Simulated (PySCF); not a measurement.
C₅H₉ (charge +1).
Bonds: C1–C2 (double), C2–C3, C2–C4, C4–C5. Hydrogens: H6, H7 on C1; H8, H9, H10 on C3; H11 on C4; H12, H13, H14 on C5.

Level of theory: PBE0-D3(BJ)/def2-SVP geometry optimisation, gas phase in PySCF 2.14.0.

(1) List the bond lengths, angles and torsions at this level.

Answers

(1) 
| bond | length (Å) |
| --- | --- |
| C1=C2 | 1.375 |
| C2–C3 | 1.497 |
| C2–C4 | 1.410 |
| C4–C5 | 1.447 |
| C1–H6 | 1.096 |
| C1–H7 | 1.095 |
| C3–H8, C3–H9, C3–H10 | 1.099 |
| C4–H11 | 1.099 |
| C5–H12, C5–H14 | 1.110 |
| C5–H13 | 1.095 |

Bonds in one row agree within 0.01 Å and their mean is given. A selection of angles:
| angle | degrees |
| --- | --- |
| C2–C1–H6 | 121.2 |
| C2–C1–H7 | 121.6 |
| H6–C1–H7 | 117.2 |
| C1–C2–C3 | 123.2 |
| C1–C2–C4 | 114.3 |
| C3–C2–C4 | 122.5 |
| C2–C3–H8 | 111.0 |
| H8–C3–H9 | 107.9 |
| C2–C4–C5 | 126.6 |
| C2–C4–H11 | 116.9 |
| C5–C4–H11 | 116.5 |
| C4–C5–H12 | 108.6 |
| C4–C5–H13 | 115.5 |
| C4–C5–H14 | 108.3 |
| H12–C5–H13 | 110.8 |
| H12–C5–H14 | 102.2 |

Dihedral angles: C1–C2–C4–C5 180° (antiperiplanar).

C1 (carbon bonded to C and 2 H) is planar (angles 121.6°, 121.2° and 117.2°, sum 360.0°, 0.00 Å off the plane of its three neighbours). Of the pairs four or more bonds apart, H7···H11 is among the closest relative to their van der Waals radii: 2.20 Å, 92 % of the sum of Bondi's values. C2 (carbon bonded to 3 C) is planar (angles 123.2°, 122.5° and 114.3°, sum 360.0°, 0.00 Å off the plane of its three neighbours). The 4 C–C bonds span 1.375 Å (C1=C2, drawn double in one of several resonance forms) to 1.497 Å (C2–C3, drawn single), a spread of 0.122 Å. C4 (carbon bonded to 2 C and H) is planar (angles 126.6°, 116.9° and 116.5°, sum 360.0°, 0.00 Å off the plane of its three neighbours). The 5 heavy atoms lie in one plane (0.000 Å rms).

Point group: Cs (tolerance 0.08 Å). Stationary, but not proved a minimum.

One conformer stands for the species.
